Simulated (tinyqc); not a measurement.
RKS/LDA (PW92) in the sto-6g basis, for H2O, spin multiplicity 1, step by step. One step of it, computed by the program tinyqc.

Problem. Orthogonalisation. S = U s U^T; symmetric (Loewdin) form X = U s^(-1/2) U^T, so that X^T S X = 1.

overlap S, order 1O 1s, 1O 2s, 1O 2px, 1O 2py, 1O 2pz, 2H 1s, 3H 1s:
```
[[1.000000, 0.231145, 0.000000, 0.000000, 0.000000, 0.029965, 0.024055],
 [0.231145, 1.000000, 0.000000, 0.000000, 0.000000, 0.320782, 0.275065],
 [0.000000, 0.000000, 1.000000, 0.000000, 0.000000, 0.000000, 0.000000],
 [0.000000, 0.000000, 0.000000, 1.000000, 0.000000, 0.240766, -0.212044],
 [0.000000, 0.000000, 0.000000, 0.000000, 1.000000, 0.166813, 0.146905],
 [0.029965, 0.320782, 0.000000, 0.240766, 0.166813, 1.000000, 0.103587],
 [0.024055, 0.275065, 0.000000, -0.212044, 0.146905, 0.103587, 1.000000]]
```

Give: eigenvalues of S; X.

Solution.

eigenvalues of S: [0.5265, 0.6310, 0.8959, 1.0000, 1.0932, 1.2704, 1.5831]

X, order 1O 1s, 1O 2s, 1O 2px, 1O 2py, 1O 2pz, 2H 1s, 3H 1s:
```
[[1.0219, -0.1278, 0.0000, -0.0008, -0.0042, 0.0154, 0.0133],
 [-0.1278, 1.0976, 0.0000, 0.0095, 0.0395, -0.1798, -0.1467],
 [0.0000, 0.0000, 1.0000, 0.0000, 0.0000, 0.0000, 0.0000],
 [-0.0008, 0.0095, 0.0000, 1.0463, 0.0045, -0.1427, 0.1229],
 [-0.0042, 0.0395, 0.0000, 0.0045, 1.0203, -0.0917, -0.0769],
 [0.0154, -0.1798, 0.0000, -0.1427, -0.0917, 1.0845, -0.0345],
 [0.0133, -0.1467, 0.0000, 0.1229, -0.0769, -0.0345, 1.0615]]
```
